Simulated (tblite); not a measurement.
A geometry optimisation, step by step.

Compound: C4H8N (doublet state).
Atom-mapped SMILES: `[CH3:1][CH:2]([CH3:3])[CH:4]=[N:5]` (hydrogens: H6, H7, H8 on C1; H9 on C2; H10, H11, H12 on C3; H13 on C4)
Bond orders are those of one Lewis drawing.

Computed with GFN2-xTB (tblite), gas phase: L-BFGS steps from a force-field or distance-geometry start until the largest atomic force falls under 0.01 eV/Å. 6 of its 23 geometries are shown.

Step 0: E = -419.3441 eV, largest atomic force 9.108 eV/Å
```
atom  x, y, z in Å  |  force x, y, z in eV/Å
C1     -0.302    1.366   -0.020   -0.397   0.802   0.047
C2      0.116   -0.039   -0.405    0.577  -0.302   0.430
C3     -0.892   -1.078    0.071   -0.759  -0.177   0.030
C4      1.444   -0.333    0.239    6.800  -1.925  -4.218
N5      2.611   -0.654   -0.562   -7.244   2.008   5.142
H6     -0.426    1.478    1.063    0.045  -0.142  -0.190
H7     -1.266    1.625   -0.491    0.417  -0.164   0.152
H8      0.440    2.107   -0.344   -0.172  -0.240   0.027
H9      0.235   -0.112   -1.483    0.003   0.002  -0.199
H10    -0.583   -2.088   -0.195    0.065   0.077  -0.045
H11    -1.878   -0.897   -0.400    0.530  -0.031   0.209
H12    -1.036   -1.052    1.157    0.108   0.114  -0.212
H13     1.532   -0.323    1.354    0.027  -0.022  -1.173
```

Step 4: E = -420.7460 eV, largest atomic force 0.368 eV/Å
```
atom  x, y, z in Å  |  force x, y, z in eV/Å
C1     -0.300    1.373   -0.016    0.033  -0.013   0.030
C2      0.127   -0.044   -0.394   -0.084   0.010  -0.037
C3     -0.894   -1.081    0.074    0.034  -0.012   0.021
C4      1.516   -0.357    0.197   -0.295   0.041  -0.216
N5      2.497   -0.621   -0.472    0.058  -0.005   0.060
H6     -0.425    1.473    1.060    0.022  -0.040   0.041
H7     -1.253    1.617   -0.489    0.086  -0.083   0.000
H8      0.437    2.102   -0.345    0.028  -0.018  -0.014
H9      0.233   -0.111   -1.483   -0.013   0.007   0.043
H10    -0.581   -2.086   -0.197    0.050  -0.008  -0.017
H11    -1.861   -0.894   -0.396    0.109   0.047   0.002
H12    -1.032   -1.046    1.153    0.045   0.048   0.028
H13     1.532   -0.323    1.291   -0.074   0.026   0.058
```

Step 9: E = -420.7558 eV, largest atomic force 0.126 eV/Å
```
atom  x, y, z in Å  |  force x, y, z in eV/Å
C1     -0.295    1.372   -0.010   -0.005  -0.051  -0.041
C2      0.116   -0.043   -0.403    0.123  -0.025  -0.005
C3     -0.890   -1.084    0.078    0.024   0.051  -0.040
C4      1.495   -0.355    0.183    0.089  -0.014  -0.019
N5      2.498   -0.620   -0.456   -0.083   0.019   0.059
H6     -0.417    1.463    1.068    0.016  -0.013  -0.031
H7     -1.244    1.605   -0.490   -0.016   0.054   0.037
H8      0.445    2.095   -0.345    0.000  -0.009   0.028
H9      0.221   -0.108   -1.490   -0.054   0.014  -0.002
H10    -0.568   -2.086   -0.198   -0.008   0.017   0.030
H11    -1.849   -0.886   -0.396   -0.035  -0.049   0.036
H12    -1.019   -1.036    1.159    0.018  -0.006  -0.030
H13     1.503   -0.316    1.282   -0.069   0.012  -0.021
```

Step 13: E = -420.7587 eV, largest atomic force 0.064 eV/Å
```
atom  x, y, z in Å  |  force x, y, z in eV/Å
C1     -0.293    1.367   -0.012    0.006   0.030   0.000
C2      0.120   -0.044   -0.411   -0.058   0.014  -0.022
C3     -0.885   -1.080    0.076   -0.008  -0.026   0.005
C4      1.494   -0.355    0.181   -0.036   0.007   0.003
N5      2.500   -0.620   -0.448    0.040  -0.009   0.015
H6     -0.410    1.454    1.067    0.003  -0.023  -0.005
H7     -1.243    1.609   -0.484    0.003   0.032   0.018
H8      0.450    2.090   -0.340    0.005   0.024  -0.007
H9      0.207   -0.104   -1.499    0.035  -0.008  -0.023
H10    -0.562   -2.083   -0.193   -0.005  -0.021  -0.004
H11    -1.850   -0.891   -0.391   -0.008  -0.028   0.019
H12    -1.008   -1.032    1.156    0.010   0.013  -0.002
H13     1.474   -0.309    1.279    0.013  -0.004   0.003
```

Step 18: E = -420.7602 eV, largest atomic force 0.015 eV/Å
```
atom  x, y, z in Å  |  force x, y, z in eV/Å
C1     -0.291    1.369   -0.015   -0.006  -0.008   0.001
C2      0.116   -0.043   -0.420    0.009  -0.004   0.003
C3     -0.884   -1.083    0.074   -0.003   0.006  -0.002
C4      1.489   -0.353    0.179   -0.002  -0.001   0.000
N5      2.504   -0.621   -0.435   -0.014   0.004  -0.001
H6     -0.404    1.444    1.065    0.012   0.004   0.006
H7     -1.243    1.622   -0.477    0.001   0.011  -0.009
H8      0.453    2.094   -0.339   -0.007  -0.009   0.000
H9      0.208   -0.105   -1.508    0.004  -0.003   0.005
H10    -0.561   -2.087   -0.191    0.006   0.008  -0.001
H11    -1.855   -0.902   -0.383   -0.008  -0.005  -0.007
H12    -0.999   -1.027    1.155    0.009  -0.004   0.003
H13     1.462   -0.307    1.277   -0.001   0.001   0.001
```

Step 22: E = -420.7602 eV, largest atomic force 0.008 eV/Å
```
atom  x, y, z in Å  |  force x, y, z in eV/Å
C1     -0.291    1.369   -0.015    0.003   0.004  -0.001
C2      0.115   -0.043   -0.420   -0.007   0.003   0.001
C3     -0.884   -1.083    0.074    0.001  -0.003   0.000
C4      1.488   -0.353    0.179   -0.003   0.001   0.004
N5      2.502   -0.621   -0.435   -0.002   0.000  -0.004
H6     -0.402    1.444    1.066   -0.001   0.001  -0.003
H7     -1.243    1.624   -0.478    0.001  -0.001   0.004
H8      0.453    2.093   -0.339    0.006   0.000  -0.003
H9      0.209   -0.105   -1.508    0.000   0.000   0.001
H10    -0.560   -2.087   -0.191    0.003  -0.002  -0.003
H11    -1.856   -0.904   -0.384    0.003  -0.002   0.003
H12    -0.997   -1.027    1.155   -0.001  -0.002  -0.003
H13     1.462   -0.307    1.277   -0.002   0.000   0.003
```

Question: Summarise the path.

Answer: The energy falls by 32.66 kcal/mol from step 0 to step 22; nine tenths of that is first reached at step 1. It falls at every step. The largest force goes from 9.108 to 0.008 eV/Å. Among the bonds C4=N5 changes most, from 1.451 to 1.216 Å; the atoms move by 0.064 Å rms after alignment.

Question: Follow the three bonds and two angles with the largest change from start to end.

Answer: 
```csv
step,E above end (kcal/mol),largest force (eV/Å),C4=N5 (Å),C2–C4 (Å),C3–H11 (Å),C2–C4–H13 (°),C2–C4–N5 (°)
0,32.66,9.108,1.451,1.506,1.108,119.6,121.1
1,1.85,1.882,1.204,1.564,1.091,110.8,124.6
2,1.03,1.332,1.230,1.554,1.093,112.3,123.8
3,0.46,0.518,1.220,1.549,1.093,112.8,123.5
4,0.33,0.368,1.216,1.542,1.091,113.0,124.1
5,0.22,0.157,1.215,1.531,1.089,113.3,125.0
6,0.19,0.127,1.216,1.528,1.088,113.4,125.3
7,0.16,0.125,1.218,1.528,1.088,113.2,125.6
8,0.13,0.131,1.218,1.529,1.088,112.9,125.7
9,0.10,0.126,1.218,1.531,1.088,112.4,125.8
10,0.07,0.081,1.217,1.531,1.089,111.9,125.8
11,0.06,0.074,1.216,1.530,1.089,111.5,125.9
12,0.04,0.056,1.216,1.529,1.089,111.3,125.9
13,0.03,0.064,1.216,1.528,1.088,111.2,126.0
14,0.03,0.053,1.216,1.528,1.088,111.2,126.1
15,0.02,0.051,1.216,1.528,1.088,111.2,126.3
16,0.01,0.048,1.217,1.529,1.087,111.1,126.5
17,0.00,0.036,1.216,1.530,1.088,111.1,126.6
18,0.00,0.015,1.216,1.530,1.088,111.1,126.6
19,0.00,0.011,1.216,1.529,1.088,111.1,126.6
20,0.00,0.014,1.216,1.529,1.088,111.2,126.6
21,0.00,0.015,1.216,1.529,1.089,111.2,126.5
22,0.00,0.008,1.216,1.529,1.088,111.2,126.6
```

What follows is the cost of the whole relaxation. Hardware: an Arm Neoverse V2 with one thread, no GPU, on a shared host. Cost: under 0.1 s of wall time.
